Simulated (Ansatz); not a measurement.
# NH₂ radical: energies up the ladder

Aim: energies up the ladder, for NH₂ radical, with the cost of each level. Spin multiplicity 2.

Computed with Ansatz 0.2.0 (the levels named in each step, unless a step's input says otherwise).

### Step 1. The starting structure

Bond lengths: N1–H2 1.012 Å, N1–H3 1.012 Å. Angles: H2–N1–H3 111.4°.

Structure file:

```xyz
3

N     0.0004    0.0717   -0.0006
H    -0.8385   -0.4941   -0.0012
H     0.8332   -0.5028    0.0091
```

### Step 2. A rough first relaxation, PBE-D4/def2-SVP

This run stands in another session on the same molecule. It ended at:

```xyz
3

N     0.0007    0.1403   -0.0011
H    -0.8051   -0.5285   -0.0007
H     0.7994   -0.5369    0.0092
```

### Step 3. Relaxation, PBE0-D4/def2-TZVPP

This run stands in another session on the same molecule. It ended at:

```xyz
3

N     0.0006    0.1179   -0.0009
H    -0.8049   -0.5173   -0.0008
H     0.7994   -0.5257    0.0091
```

### Step 4. Frequencies, PBE0-D4/def2-TZVPP

Contents of input.yaml:

```yaml
crystal:
  periodic: [false, false, false]
  atoms:
    - { symbol: "N", position_ang: [0.00062399, 0.11791002, -0.0009364] }
    - { symbol: H, position_ang: [-0.80492208, -0.51734123, -0.00078995] }
    - { symbol: H, position_ang: [0.79940809, -0.52573878, 0.00906635] }
magnetization:
  spin_polarized: true
  initial_magnetization: 1
basis:
  gaussian: { orbitals: def2-TZVPP }
hamiltonian:
  xc: pbe0
  dispersion: d4
phonons: {}
```

Started as:

```bash
$ ansatz run input.yaml --threads 1 --pin off --max-ram 2560MiB --backend cpu --events-out ev --progress --plain --runs-dir out
```

Log, cut to the lines that bear on the results:

```text
Warning: RAYON_NUM_THREADS=1 ignored (pool sized by the plan → 1); use --threads N
[...]
Functional definition: PBE0
[...]
273 factors; their error is unknown
[...]
mean field -1519.39040253 eV, -55.8365674130 hartree, gradient 1.4e-5 eV, S^2 0.753600; 0 other end points of the search recorded, 0 dependent functions left out
[...]
reference -1519.39041696 eV, -55.8365679434 hartree; 5, 4 occupied and 54, 55 virtual orbitals, 273 factors
[...]
273 factors; their error is unknown
[...]
mean field -1519.39030937 eV, -55.8365639895 hartree, gradient 8.8e-7 eV, S^2 0.753605; 0 other end points of the search recorded, 0 dependent functions left out
[...]
reference -1519.39032380 eV, -55.8365645198 hartree; 5, 4 occupied and 54, 55 virtual orbitals, 273 factors
[...]
273 factors; their error is unknown
mean field -1519.39031535 eV, -55.8365642094 hartree, gradient 8.4e-7 eV, S^2 0.753595; 0 other end points of the search recorded, 0 dependent functions left out
[...]
reference -1519.39032978 eV, -55.8365647398 hartree; 5, 4 occupied and 54, 55 virtual orbitals, 273 factors
[...]
273 factors; their error is unknown
[...]
mean field -1519.39035270 eV, -55.8365655820 hartree, gradient 6.4e-7 eV, S^2 0.753596; 0 other end points of the search recorded, 0 dependent functions left out
[...]
reference -1519.39036714 eV, -55.8365661125 hartree; 5, 4 occupied and 54, 55 virtual orbitals, 273 factors
[...]
273 factors; their error is unknown
mean field -1519.39034720 eV, -55.8365653800 hartree, gradient 7.5e-7 eV, S^2 0.753604; 0 other end points of the search recorded, 0 dependent functions left out
[...]
reference -1519.39036163 eV, -55.8365659103 hartree; 5, 4 occupied and 54, 55 virtual orbitals, 273 factors
[...]
273 factors; their error is unknown
mean field -1519.39035900 eV, -55.8365658134 hartree, gradient 1.7e-6 eV, S^2 0.753596; 0 other end points of the search recorded, 0 dependent functions left out
[...]
reference -1519.39037343 eV, -55.8365663438 hartree; 5, 4 occupied and 54, 55 virtual orbitals, 273 factors
[...]
273 factors; their error is unknown
mean field -1519.39035729 eV, -55.8365657507 hartree, gradient 5.8e-7 eV, S^2 0.753604; 0 other end points of the search recorded, 0 dependent functions left out
[...]
reference -1519.39037172 eV, -55.8365662810 hartree; 5, 4 occupied and 54, 55 virtual orbitals, 273 factors
Total energy: -1519.39543596 eV, -55.8367523883 hartree
Atom 0 at     0.000624     0.117910    -0.000936 Å, force     0.000001     0.000123    -0.000001 eV/Å
Atom 1 at    -0.804922    -0.517341    -0.000790 Å, force    -0.000463    -0.000059    -0.000002 eV/Å
Atom 2 at     0.799408    -0.525739     0.009066 Å, force     0.000462    -0.000064     0.000003 eV/Å
Dipole moment:    -0.002054    -0.388751     0.003085 e Å
Vibrations: 1533.91 3396.76 3491.68 cm⁻¹, zero-point energy 0.522119 eV
```

It took 1.5 s on 1 thread of Intel Xeon 6975P-C (Granite Rapids), shared host; peak memory 0.1 GiB.

Harmonic frequencies (cm⁻¹; negative: imaginary): 1534, 3397, 3492.

### Step 5. Single point, PBE-D4/def2-TZVPP

Changes to input.yaml since step 4:

```diff
@@ -12,4 +12,3 @@
 hamiltonian:
-  xc: pbe0
+  xc: pbe
   dispersion: d4
-phonons: {}
```

Started as:

```bash
$ ansatz run input.yaml --threads 1 --pin off --max-ram 2560MiB --backend cpu --events-out ev --progress --plain --runs-dir out
```

Log:

```text
Warning: RAYON_NUM_THREADS=1 ignored (pool sized by the plan → 1); use --threads N
Engine: ansatz 0.2.0, x86_64-unknown-linux-gnu
Functional definition: PBE
  parameter kappa = 0.804
  parameter beta = 0.06672455060314922
  exchange = pbe_x(kappa = kappa, mu = beta*pi^2/3)
  correlation = pbe_c(beta = beta)
273 factors; their error is unknown
mean field evaluation 1: about -1515.5535 eV, gradient 3.0e1 eV
mean field evaluation 2: about -1509.2928 eV, gradient 4.6e1 eV
mean field evaluation 4: about -1519.2331 eV, gradient 4.2e-1 eV
mean field evaluation 8: about -1519.2304 eV, gradient 2.3e-3 eV
mean field -1519.23037153 eV, -55.8306863824 hartree, gradient 5.4e-6 eV, S^2 0.752803; 0 other end points of the search recorded, 0 dependent functions left out
reference -1519.23039039 eV, -55.8306870755 hartree; 5, 4 occupied and 54, 55 virtual orbitals, 273 factors
Total energy: -1519.23665328 eV, -55.8309172325 hartree
```

Wall time 0.28 s (1 thread of Intel Xeon 6975P-C (Granite Rapids), shared host); peak memory 0.089 GiB.

### Step 6. Single point, r2SCAN-D4/def2-TZVPP

Changes to input.yaml since step 5:

```diff
@@ -12,3 +12,3 @@
 hamiltonian:
-  xc: pbe
+  xc: r2scan
   dispersion: d4
```

Started as:

```bash
$ ansatz run input.yaml --threads 1 --pin off --max-ram 2560MiB --backend cpu --events-out ev --progress --plain --runs-dir out
```

Log:

```text
Warning: RAYON_NUM_THREADS=1 ignored (pool sized by the plan → 1); use --threads N
[... 1 set-up line as earlier in the session ...]
Functional definition: r2SCAN
  parameter k0 = 0.174
  parameter k1 = 0.065
  parameter a1 = 4.9479
  exchange = r2scan_x(k0 = k0, k1 = k1, a1 = a1)
  correlation = r2scan_c
273 factors; their error is unknown
mean field evaluation 1: about -1517.4178 eV, gradient 2.7e1 eV
mean field evaluation 2: about -1515.0060 eV, gradient 3.5e1 eV
mean field evaluation 4: about -1520.3638 eV, gradient 3.3e-1 eV
mean field evaluation 8: about -1520.3618 eV, gradient 3.0e-3 eV
mean field -1520.36180439 eV, -55.8722657731 hartree, gradient 1.7e-5 eV, S^2 0.754887; 0 other end points of the search recorded, 0 dependent functions left out
reference -1520.36181122 eV, -55.8722660242 hartree; 5, 4 occupied and 54, 55 virtual orbitals, 273 factors
Total energy: -1520.36329901 eV, -55.8723206995 hartree
```

Run time: 0.65 s. Hardware: 1 thread of Intel Xeon 6975P-C (Granite Rapids), shared host; peak memory 0.099 GiB.

### Step 7. Single point, B3LYP-D4/def2-TZVPP

Changes to input.yaml since step 6:

```diff
@@ -12,3 +12,3 @@
 hamiltonian:
-  xc: r2scan
+  xc: { name: B3LYP }
   dispersion: d4
```

Started as:

```bash
$ ansatz run input.yaml --threads 1 --pin off --max-ram 2560MiB --backend cpu --events-out ev --progress --plain --runs-dir out
```

Log:

```text
Warning: RAYON_NUM_THREADS=1 ignored (pool sized by the plan → 1); use --threads N
[... 1 set-up line as earlier in the session ...]
Functional definition: B3LYP
  parameter a0 = 0.2
  parameter ax = 0.72
  parameter ac = 0.81
  exchange = (1 - a0 - ax)*slater_x + ax*b88_x + a0*exact_x
  correlation = (1 - ac)*vwn_rpa_c + ac*lyp_c
273 factors; their error is unknown
mean field evaluation 1: about -1518.5535 eV, gradient 2.6e1 eV
mean field evaluation 2: about -1516.6469 eV, gradient 3.3e1 eV
mean field evaluation 4: about -1521.2948 eV, gradient 1.4e-1 eV
mean field evaluation 8: about -1521.2958 eV, gradient 1.5e-2 eV
mean field -1521.29584871 eV, -55.9065912687 hartree, gradient 6.4e-5 eV, S^2 0.753087; 0 other end points of the search recorded, 0 dependent functions left out
reference -1521.29597826 eV, -55.9065960297 hartree; 5, 4 occupied and 54, 55 virtual orbitals, 273 factors
Total energy: -1521.30593219 eV, -55.9069618299 hartree
```

Run time: 0.36 s. Hardware: 1 thread of Intel Xeon 6975P-C (Granite Rapids), shared host; peak memory 0.091 GiB.

### Step 8. Single point, wB97M-V/def2-TZVPP

Changes to input.yaml since step 7:

```diff
@@ -12,3 +12,2 @@
 hamiltonian:
-  xc: { name: B3LYP }
-  dispersion: d4
+  xc: { name: wB97M-V }
```

Started as:

```bash
$ ansatz run input.yaml --threads 1 --pin off --max-ram 2560MiB --backend cpu --events-out ev --progress --plain --runs-dir out
```

Log, cut to the lines that bear on the results:

```text
Warning: RAYON_NUM_THREADS=1 ignored (pool sized by the plan → 1); use --threads N
[...]
Functional definition: wB97M-V
[...]
  gx(w, u) = 1 - cx + cx01*u + cx10*w
  gss(w, u) = css00 + css04*u^4 + css10*w + css20*w^2 + css43*w^4*u^3
  gos(w, u) = cos00 + cos10*w + (cos20 + cos21*u)*w^2 + (cos60 + cos61*u)*w^6
[...]
      + integral(e_c_pw_mod_opposite_spin*gos(b97_w_opposite, b97_u_opposite)) + vv10(b, c)
273 factors; their error is unknown
72 factors; integrals over basis functions are off by at most 1.1e-5 eV
[...]
mean field -1520.40649248 eV, -55.8739080302 hartree, gradient 2.4e-5 eV, S^2 0.753106; 0 other end points of the search recorded, 0 dependent functions left out
reference -1520.40651712 eV, -55.8739089356 hartree; 5, 4 occupied and 54, 55 virtual orbitals, 273 factors
Total energy: -1520.40651712 eV, -55.8739089356 hartree
```

Wall time 0.87 s (1 thread of Intel Xeon 6975P-C (Granite Rapids), shared host); peak memory 0.13 GiB.

### Step 9. Single point, B2PLYP/def2-TZVPP

Changes to input.yaml since step 8:

```diff
@@ -12,2 +12,2 @@
 hamiltonian:
-  xc: { name: wB97M-V }
+  xc: { name: B2PLYP }
```

Started as:

```bash
$ ansatz run input.yaml --threads 1 --pin off --max-ram 2560MiB --backend cpu --events-out ev --progress --plain --runs-dir out
```

Log, cut to the lines that bear on the results:

```text
Warning: RAYON_NUM_THREADS=1 ignored (pool sized by the plan → 1); use --threads N
[...]
Functional definition: B2PLYP
[...]
352 factors; integrals over basis functions are off by at most 4.4e-4 eV
[...]
mean field -1518.33764743 eV, -55.7978793767 hartree, gradient 2.7e-6 eV, S^2 0.754834; 0 other end points of the search recorded, 0 dependent functions left out
1 core orbitals not correlated: weight in the atoms' cores, before any rotation towards them, 1.000 or more for the frozen orbitals, at most 0.000 for the correlated occupied ones
reference -1518.33773045 eV, -55.7978824279 hartree; 4, 3 occupied and 54, 55 virtual orbitals, 352 factors
second order -6.00494218 eV of doubles, -0.00000000 eV of singles
Total energy: -1519.95906484 eV, -55.8574653677 hartree
```

It took 0.4 s on 1 thread of Intel Xeon 6975P-C (Granite Rapids), shared host; peak memory 0.095 GiB.

### Step 10. Single point, LDA/def2-TZVPP

Changes to input.yaml since step 9:

```diff
@@ -12,2 +12,2 @@
 hamiltonian:
-  xc: { name: B2PLYP }
+  xc: lda
```

Started as:

```bash
$ ansatz run input.yaml --threads 1 --pin off --max-ram 2560MiB --backend cpu --events-out ev --progress --plain --runs-dir out
```

Log:

```text
Warning: RAYON_NUM_THREADS=1 ignored (pool sized by the plan → 1); use --threads N
[... 1 set-up line as earlier in the session ...]
Functional definition: SPW92
  exchange = slater_x
  correlation = pw_c
273 factors; their error is unknown
mean field evaluation 1: about -1504.0850 eV, gradient 3.1e1 eV
mean field evaluation 2: about -1497.1165 eV, gradient 4.9e1 eV
mean field evaluation 4: about -1507.9753 eV, gradient 3.9e-1 eV
mean field evaluation 8: about -1507.9728 eV, gradient 2.2e-3 eV
mean field evaluation 16: about -1507.9728 eV, gradient 3.6e-6 eV
mean field -1507.97283915 eV, -55.4169796980 hartree, gradient 3.6e-6 eV, S^2 0.752337; 0 other end points of the search recorded, 0 dependent functions left out
reference -1507.97285630 eV, -55.4169803285 hartree; 5, 4 occupied and 54, 55 virtual orbitals, 273 factors
Total energy: -1507.97285630 eV, -55.4169803285 hartree
```

Wall time 0.17 s (1 thread of Intel Xeon 6975P-C (Granite Rapids), shared host); peak memory 0.083 GiB.

### Step 11. Single point, PBE0-D4/def2-SVP

Changes to input.yaml since step 10:

```diff
@@ -10,4 +10,5 @@
 basis:
-  gaussian: { orbitals: def2-TZVPP }
+  gaussian: { orbitals: def2-SVP }
 hamiltonian:
-  xc: lda
+  xc: pbe0
+  dispersion: d4
```

Started as:

```bash
$ ansatz run input.yaml --threads 1 --pin off --max-ram 2560MiB --backend cpu --events-out ev --progress --plain --runs-dir out
```

Log:

```text
Warning: RAYON_NUM_THREADS=1 ignored (pool sized by the plan → 1); use --threads N
[... 2 set-up lines as earlier in the session ...]
  parameter a = 0.25
[... 2 set-up lines as earlier in the session ...]
  exchange = (1 - a)*pbe_x(kappa = kappa, mu = beta*pi^2/3) + a*exact_x
[... 1 set-up line as earlier in the session ...]
250 factors; integrals over basis functions are off by at most 4.6e-4 eV
mean field evaluation 1: about -1515.7267 eV, gradient 2.0e1 eV
mean field evaluation 2: about -1515.5577 eV, gradient 2.1e1 eV
mean field evaluation 4: about -1517.4182 eV, gradient 8.2e-2 eV
mean field evaluation 8: about -1517.4168 eV, gradient 1.1e-3 eV
mean field -1517.41675535 eV, -55.7640372171 hartree, gradient 1.9e-5 eV, S^2 0.753057; 0 other end points of the search recorded, 0 dependent functions left out
reference -1517.41676983 eV, -55.7640377491 hartree; 5, 4 occupied and 19, 20 virtual orbitals, 250 factors
Total energy: -1517.42178883 eV, -55.7642221941 hartree
```

Run time: 0.28 s. Hardware: 1 thread of Intel Xeon 6975P-C (Granite Rapids), shared host; peak memory 0.079 GiB.

### Step 12. Single point, PBE-D4/def2-SVP

Changes to input.yaml since step 11:

```diff
@@ -12,3 +12,3 @@
 hamiltonian:
-  xc: pbe0
+  xc: pbe
   dispersion: d4
```

Started as:

```bash
$ ansatz run input.yaml --threads 1 --pin off --max-ram 2560MiB --backend cpu --events-out ev --progress --plain --runs-dir out
```

Log, cut to the lines that bear on the results:

```text
Warning: RAYON_NUM_THREADS=1 ignored (pool sized by the plan → 1); use --threads N
[... 6 set-up lines as earlier in the session ...]
288 factors; their error is unknown
mean field evaluation 1: about -1514.3959 eV, gradient 2.5e1 eV
mean field evaluation 2: about -1511.0735 eV, gradient 3.6e1 eV
mean field evaluation 4: about -1517.2078 eV, gradient 1.5e-1 eV
mean field evaluation 8: about -1517.1929 eV, gradient 1.1e-2 eV
mean field -1517.19285410 eV, -55.7558089979 hartree, gradient 1.6e-5 eV, S^2 0.752403; 0 other end points of the search recorded, 0 dependent functions left out
reference -1517.19287334 eV, -55.7558097051 hartree; 5, 4 occupied and 19, 20 virtual orbitals, 288 factors
Total energy: -1517.19913623 eV, -55.7560398621 hartree
```

Wall time 0.19 s (1 thread of Intel Xeon 6975P-C (Granite Rapids), shared host); peak memory 0.079 GiB.

### Step 13. Single point, CCSD(T)/def2-TZVPP

Changes to input.yaml since step 12:

```diff
@@ -10,5 +10,6 @@
 basis:
-  gaussian: { orbitals: def2-SVP }
-hamiltonian:
-  xc: pbe
-  dispersion: d4
+  gaussian: { orbitals: def2-TZVPP }
+correlation:
+  method: ccsd_t
+scf:
+  omitted_lower_state_checks: [cluster_reference]
```

Started as:

```bash
$ ansatz run input.yaml --threads 1 --pin off --max-ram 2560MiB --backend cpu --events-out ev --progress --plain --runs-dir out
```

Log, cut to the lines that bear on the results:

```text
Warning: RAYON_NUM_THREADS=1 ignored (pool sized by the plan → 1); use --threads N
[...]
Functional definition: HF
[...]
352 factors; integrals over basis functions are off by at most 4.4e-4 eV
[...]
mean field -1512.64570521 eV, -55.5887043585 hartree, gradient 1.7e-6 eV, S^2 0.759179; 0 other end points of the search recorded, 0 dependent functions left out
1 core orbitals not correlated: weight in the atoms' cores, before any rotation towards them, 1.000 or more for the frozen orbitals, at most 0.000 for the correlated occupied ones
reference -1512.64570521 eV, -55.5887043585 hartree; 4, 3 occupied and 54, 55 virtual orbitals, 352 factors
second order -5.00822082 eV of doubles, -0.00000000 eV of singles
cycle   1  -5.33719675 eV  change   -3.3e-1 eV  update   3.8e-2
[...]
cycle  10  -5.48626735 eV  change   -2.4e-6 eV  update   3.9e-6
perturbative correction -0.15311471 eV, -0.0056268617 hartree
Total energy: -1518.28508727 eV, -55.7959478265 hartree
Checks for a lower state left out: cluster_reference
```

Wall time 0.93 s (1 thread of Intel Xeon 6975P-C (Granite Rapids), shared host); peak memory 0.16 GiB.

### Step 14. Single point, CCSD(T)/def2-QZVPP

Changes to input.yaml since step 13:

```diff
@@ -10,3 +10,3 @@
 basis:
-  gaussian: { orbitals: def2-TZVPP }
+  gaussian: { orbitals: def2-QZVPP.json }
 correlation:
```

Started as:

```bash
$ ansatz run input.yaml --threads 1 --pin off --max-ram 2560MiB --backend cpu --events-out ev --progress --plain --runs-dir out
```

Log, cut to the lines that bear on the results:

```text
Warning: RAYON_NUM_THREADS=1 ignored (pool sized by the plan → 1); use --threads N
[...]
[... 1 set-up line as earlier in the session ...]
[...]
704 factors; integrals over basis functions are off by at most 6.3e-4 eV
[...]
mean field -1512.72503216 eV, -55.5916195700 hartree, gradient 5.9e-6 eV, S^2 0.759577; 0 other end points of the search recorded, 0 dependent functions left out
1 core orbitals not correlated: weight in the atoms' cores, before any rotation towards them, 1.000 or more for the frozen orbitals, at most 0.000 for the correlated occupied ones
reference -1512.72503216 eV, -55.5916195700 hartree; 4, 3 occupied and 112, 113 virtual orbitals, 704 factors
second order -5.39283593 eV of doubles, -0.00000000 eV of singles
cycle   1  -5.65411775 eV  change   -2.6e-1 eV  update   3.8e-2
[...]
cycle  10  -5.80747141 eV  change   -2.0e-6 eV  update   4.4e-6
perturbative correction -0.17830856 eV, -0.0065527187 hartree
Total energy: -1518.71081213 eV, -55.8115929264 hartree
Checks for a lower state left out: cluster_reference
```

It took 7.1 s on 1 thread of Intel Xeon 6975P-C (Granite Rapids), shared host; peak memory 0.72 GiB.

### Step 15. Extrapolation to the basis-set limit

CCSD(T)/CBS estimate, frozen core: CCSD(T) correlation extrapolated, from def2-TZVPP and def2-QZVPP: mean field -1512.7360 eV, total -1518.9783 eV. The exponents are 7.88 (mean field) and 2.97 (correlation).

### Step 16. Geometries side by side

| level | N1–H2 (Å) | N1–H3 (Å) | rotational constants (MHz) | dipole (D) | highest frequency (cm⁻¹) | CPU time |
| --- | --- | --- | --- | --- | --- | --- |
| PBE0-D4/def2-TZVPP | 1.0259 | 1.0259 | 701380, 389620, 250480 | 1.87 | 3492 | 1.6 s |

Constants are for the commonest isotopes at the equilibrium geometry; times are CPU times of the relaxations.

### Step 17. Total energies

| level | energy (eV) | CPU time |
| --- | --- | --- |
| PBE-D4/def2-TZVPP | -1519.2367 | 0.26 s |
| r2SCAN-D4/def2-TZVPP | -1520.3633 | 0.64 s |
| B3LYP-D4/def2-TZVPP | -1521.3059 | 0.34 s |
| wB97M-V/def2-TZVPP | -1520.4065 | 0.86 s |
| B2PLYP/def2-TZVPP | -1519.9591 | 0.39 s |
| LDA/def2-TZVPP | -1507.9729 | 0.16 s |
| PBE0-D4/def2-SVP | -1517.4218 | 0.27 s |
| PBE-D4/def2-SVP | -1517.1991 | 0.17 s |
| CCSD(T)/def2-TZVPP | -1518.2851 | 0.91 s |
| CCSD(T)/def2-QZVPP | -1518.7108 | 7 s |
| CCSD(T)/CBS | -1518.9783 | - |

### Step 18. Outcome

| quantity | value |
| --- | --- |
| N1–H2 at PBE0-D4/def2-TZVPP | 1.026 Å |
| N1–H3 at PBE0-D4/def2-TZVPP | 1.026 Å |
| frequencies at PBE0-D4/def2-TZVPP | 1534 to 3492 cm⁻¹ |
| energy at CCSD(T)/CBS | -1518.978 eV |

What this shows: No mode is imaginary, so the geometry is a minimum. These totals serve in differences with atoms or fragments at the same level; alone they don't rank the methods.
